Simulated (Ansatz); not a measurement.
For zinc-blende BP, r²SCAN (plane waves, PAW; Ansatz, an electronic-structure program) gives:

| Property | Value |
|---|---|
| lattice parameter a | 4.537 Å |
| bulk modulus | 169 GPa |
| band gap at the measured cell | 1.41 eV |

What does Hartree–Fock in Ansatz (PAW) give for the same quantities?


- lattice constant a: 4.584 Å (goes up by 1.0 %)
- bulk modulus: 175 GPa (grows by 3.6 %)
- band gap at the measured cell: 7.83 eV (increases by 6.42 eV)

For comparison: lattice constant a 4.525 Å (measured, static lattice: zero-point anharmonic expansion removed; as tabulated in Mejia-Rodriguez and Trickey (2018), arXiv:1807.09216); bulk modulus 176 GPa (measured, 0 K, zero-point effect removed, our sources range from 168 to 176; as tabulated in Goldzak et al. (2022), arXiv:2208.04865); band gap 2.2 eV (measured, zero-point renormalisation of 0.106 eV removed from the gap extrapolated to 0 K (as printed); the shift is computed, second of two values printed, our sources range from 2.20 to 2.50; as tabulated in X. Ren, F. Merz, H. Jiang et al., All-electron periodic G0W0 implementation …).

Changes are worked out from the printed values.

Unless a cell is named, each level is at its own relaxed cell (r²SCAN 11.67, Hartree–Fock 12.04 Å³/atom).

Density-functional gaps are differences of (generalised) Kohn–Sham levels.

Ansatz's density-functional and Hartree–Fock values are scalar-relativistic unless marked +SOC, with PAW data made under PBE.
